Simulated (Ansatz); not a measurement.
# C2H2O2: up Jacob's ladder to CCSD(T)

One table from this session's results is given with a row withheld; the runs are named, their logs left out.

The runs use Ansatz 0.2.0, Gaussian basis; functionals in def2-TZVPP, the program's frozen cores in correlated methods.

Levels to be run: LDA (SPW92), PBE-D4, revPBE-D4, BLYP-D4, r2SCAN-D4, B97M-V, PBE0-D4, B3LYP-D4, r2SCANh-D4, r2SCAN0-D4, HSE06-D4, BHLYP-D4, CAM-B3LYP-D4, LC-ωPBE, ωB97X-V, ωB97M-V, B2PLYP, PBE-QIDH; CCSD(T)/def2-SVP; CCSD(T)/def2-TZVPP; MP2/def2-QZVPP; extrapolation to the limit; RPA on PBE.

## Structure used throughout

All runs share one geometry, relaxed beforehand with PBE0-D4 in a triple-zeta def2 set.

SMILES `OC#CO`, 6 atoms, charge 0, spin multiplicity 1.

Atoms are counted from 1 here; the program's logs count them from 0.

Bond lengths: O1–C2 1.313 Å, O1–H5 0.964 Å, C2–C3 1.195 Å, C3–O4 1.313 Å, O4–H6 0.964 Å. Angles: C2–O1–H5 109.7°, O1–C2–C3 174.4°, C2–C3–O4 174.4°, C3–O4–H6 109.7°.

Set-up of the first run:

in.yaml

```yaml
crystal:
  periodic: [false, false, false]
  atoms:
    - {symbol: O, position_ang: [1.163403, 0.385799, -1.488445]}
    - {symbol: C, position_ang: [0.446515, 0.088611, -0.429644]}
    - {symbol: C, position_ang: [-0.171544, -0.079861, 0.579254]}
    - {symbol: O, position_ang: [-0.772316, -0.363132, 1.711558]}
    - {symbol: H, position_ang: [0.967028, -0.236021, -2.197875]}
    - {symbol: H, position_ang: [-1.590986, 0.140605, 1.778952]}
basis:
  gaussian: {orbitals: def2-TZVPP}
hamiltonian: {xc: lda}
output: {orbitals: {seedname: orbitals}}
```

The run is started by

```bash
> ansatz run in.yaml --threads 2 --pin off --events-out ev --progress --plain --max-ram 4352MiB
```

Among the steps run: LDA; PBE-D4 (GGA); revPBE-D4 (GGA); BLYP-D4 (GGA); r2SCAN-D4 (meta-GGA); B97M-V (meta-GGA); PBE0-D4 (hybrid); B3LYP-D4 (hybrid); r2SCANh-D4 (hybrid); r2SCAN0-D4 (hybrid); HSE06-D4 (hybrid); BHLYP-D4 (hybrid); CAM-B3LYP-D4 (range-separated); LC-ωPBE (range-separated); ωB97X-V (range-separated); ωB97M-V (range-separated); B2PLYP (double hybrid); PBE-QIDH (double hybrid).

One of the session's tables, all rows but one given; the rest of the session is left out.

It belongs to the step «Orbital energies across the functionals». 

```
  functional  HOMO (eV)  LUMO (eV)  gap (eV)
 LDA (SPW92)      -5.64      -0.39      5.25
      PBE-D4      -5.46      -0.31      5.15
   revPBE-D4      -5.39      -0.28      5.11
     BLYP-D4      -5.35      -0.39      4.96
   r2SCAN-D4      -5.69       0.39      6.08
      B97M-V      -5.72       0.02      5.74
     PBE0-D4      -6.81       0.63      7.44
    B3LYP-D4      -6.59       0.22      6.81
  r2SCANh-D4      -6.20       0.70      6.89
  r2SCAN0-D4      -6.96       1.12      8.08
    HSE06-D4          ?          ?         ?
    BHLYP-D4      -8.05       1.25      9.30
CAM-B3LYP-D4      -8.22       1.40      9.62
     LC-ωPBE      -9.59       2.81     12.40
     ωB97X-V      -9.19       2.62     11.81
     ωB97M-V      -9.08       2.13     11.22
```

Q: Estimate the row for HSE06-D4 from the others.

The run gave: HOMO (eV): -6.40; LUMO (eV): 0.27; gap (eV): 6.67. In the column «HOMO (eV)» it lies between B3LYP-D4 (-6.59) and r2SCANh-D4 (-6.20).
